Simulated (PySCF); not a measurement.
## Gas-phase XPS of `C=CC(=O)F`, computed

C₃H₃FO.
Geometry (GFN2-xTB, Å), atoms numbered from 1 in this order:
```
atom  x, y, z in Å
C1     1.2222    0.1596   -0.2439
C2     0.1287   -0.0625    0.4764
C3    -1.1878   -0.0904   -0.1591
O4    -1.4887    0.0642   -1.2929
F5    -2.1674   -0.3384    0.7618
H6     1.1509    0.3218   -1.3075
H7     2.2033    0.1860    0.1978
H8     0.1478   -0.2308    1.5429
```

Method used: PySCF, delta-SCF UKS SCAN, pcX-2 on the ionised atom, pcseg-1 elsewhere, spin-free X2C. These are vertical core ionisation energies against the vacuum level, from separate self-consistent calculations with and without the core hole.

**Question.** Give the core binding energies atom by atom.

**Answer.** 
```csv
atom(s),environment,level,binding energy (eV),above the level's lowest (eV),count
C1,terminal =CH2 carbon,C 1s,291.70,0.00,1
C2,alkene CH carbon,C 1s,291.95,+0.25,1
C3,acyl halide carbon,C 1s,295.88,+4.18,1
O4,carbonyl oxygen,O 1s,538.65,0.00,1
F5,acyl fluorine,F 1s,693.10,0.00,1
```

The listed C 1s values span 4.18 eV, from C1 (bonded to C (double bond) and 2 H) to C3 (bonded to F, O (double bond) and C). Summing the Pauling electronegativity differences to the bonded atoms, each weighted by its formal bond order, gives -0.70 for the lowest site and +3.21 for the highest; no listed site has a larger sum than the highest.

**Question.** Which photon energy gives electrons from C 1s of C2 a kinetic energy of 20 eV, and what is their de Broglie wavelength?

**Answer.** hν = 291.95 + 20 = 311.95 eV, recoil neglected; λ = 12.264 Å/√(E/eV) = 2.74 Å.

**Question.** Which photon wavelength matches the C 1s of C2 threshold?

**Answer.** λ = hc/E = 12398.42 eV Å / 291.95 eV = 42.468 Å.

The structure is a single GFN2-xTB conformer in the gas phase; no vibrational or solvent corrections.

Hardware: an Arm Neoverse V1 with one thread, no GPU, shared host with 32 logical CPUs at a one-minute load of 9.4. Cost: 17 s, 0.38 GiB resident at most.
